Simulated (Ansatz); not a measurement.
# GaP3: from a trial structure to a relaxed crystal

Computed with Ansatz 0.2.0, DFT PBE, scalar-relativistic, plane waves, PAW. Cutoff 420 eV, Γ-centred k mesh, Gaussian smearing, no spin polarisation in the final step.

GaP3 was placed on the sites of a reported Cu3Pd cell (P4/mmm, No. 123), with Ga in place of Pd, P in place of Cu, at a guessed volume.

```
CELL_PARAMETERS angstrom
4.05971 0.00000 0.00000
0.00000 4.05971 0.00000
0.00000 0.00000 4.01798
ATOMIC_POSITIONS crystal
Ga 0.00000 0.00000 0.00000
P 0.00000 0.50000 0.50000
P 0.50000 0.00000 0.50000
P 0.50000 0.50000 0.00000
```

Steps on the 12×12×12 mesh (4 atoms). 11 of 15 steps are shown, and the free energy counts from the last. Trial steps that were taken back and renewals of the plane-wave basis can be among the rows.

```csv
step,ΔF (meV/atom),V (Å³/atom),P (GPa)
1,96.3,16.56,-2.79
2,90.8,15.80,0.63
4,90.6,15.93,-0.01
5,90.2,15.82,0.44
6,80.0,15.61,1.14
7,49.2,15.56,0.53
9,3.3,15.10,1.51
10,2.2,15.61,-1.34
11,1.1,15.38,-0.06
14,0.0,15.39,0.01
15,0.0,15.39,0.01
```

A final relaxation ran on a 10×10×14 mesh. The relaxed crystal, P4/mmm (No. 123):

Space group P4/mmm (No. 123). a = 4.431 Å, b = 4.431 Å, c = 3.127 Å, α = 90.00°, β = 90.00°, γ = 90.00°
```csv
atom,site,symmetry,x,y,z
Ga,1a,4/mmm,0.0000,0.0000,0.0000
P,2e,mmm.,0.0000,0.5000,0.5000
P,1c,4/mmm,0.5000,0.5000,0.0000
```

| Quantity | Value |
| --- | --- |
| Volume per atom | 15.35 Å³ |
| Density | 4.40 g/cm³ |
| Energy over the elements | 0.51 eV/atom |
| Gap on the 10×10×14 mesh | 0 eV (a metal) |

Energies over the elements count from the elements' standard structures at the same level, with no empirical corrections.

The final run used a 10×10×14 mesh on its 4-atom cell and 0.10 eV smearing. The k mesh leaves about 4 meV/atom of noise in metals.

A structure relaxed within its symmetry needn't be a true minimum.

Cost: 3 runs of about 6.2 core-minutes in all, on Intel Xeon Platinum 8259CL (Skylake/Cascade Lake) (shared hosts).